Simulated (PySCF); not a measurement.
Species: PMe2PMe2, C₄H₁₂P₂.
SMILES: `CP(C)P(C)C`

Computed with PySCF at CAM-B3LYP/def2-SVPD, non-relativistic, on one gas-phase PBE0-D3(BJ)/def2-SVP geometry that isn't relaxed in the solvent. The solvent is an IEF-PCM continuum (Bondi radii, 1.10 Å for H, scaled by 1.2), and excitations are vertical TDDFT with non-equilibrium linear response and a frozen core. Specific hydrogen bonds and non-electrostatic terms are outside this model.

Gas-phase singlets (H = HOMO, L = LUMO):

| state | E (eV) | λ (nm) | f | leading configuration |
| --- | --- | --- | --- | --- |
| S1 | 5.490 | 226 | 0.262 | H→L 92% |
| S2 | 5.553 | 223 | 0.058 | H→L+1 87% |
| S3 | 6.130 | 202 | 0.000 | H→L+2 95% |
| S4 | 6.545 | 189 | 0.000 | H→L+4 76% |
| S5 | 6.773 | 183 | 0.131 | H→L+3 90% |

Q: How does the list change in dichloromethane (ε = 8.93)?

A: 
```tsv
state	E (eV)	λ (nm)	f	leading configuration	change by rank (eV)
S1	5.428	228	0.368	H→L 92%	-0.062
S2	5.701	217	0.087	H→L+1 88%	+0.148
S3	6.402	194	0.000	H→L+2 93%	+0.272
S4	6.580	188	0.000	H→L+4 77%	+0.035
S5	6.817	182	0.000	H-1→L 82%	+0.044
```

Q: The ground-state energy changes by -0.142 eV from gas to dichloromethane. By how much does the total energy of gas-phase S1 change?

A: E(S1) = E(S0) + excitation energy, so it changes by -0.142 − 0.062 = -0.204 eV: it is lowered more than the ground state, which is what a red shift means. This is the vertical state, with the slow part of the continuum still set for S0.

Q: How do the frontier levels move from gas to dichloromethane?

A: 
```
orbital  gas (eV)  solvent (eV)  change (eV)
 LUMO+2      1.46          1.67        +0.21
 LUMO+1      1.36          1.48        +0.12
   LUMO      1.16          1.20        +0.04
   HOMO     -7.14         -7.23        -0.09
 HOMO-1     -8.88         -8.89        -0.01
 HOMO-2     -9.61         -9.51        +0.10
 HOMO-3    -10.48        -10.35        +0.13
```

The HOMO–LUMO gap goes from 8.30 to 8.42 eV.

Conformer computed: `[CH3:1][P:2]([CH3:3])[P:4]([CH3:5])[CH3:6]`: C1–P2–P4–C5 -178°.
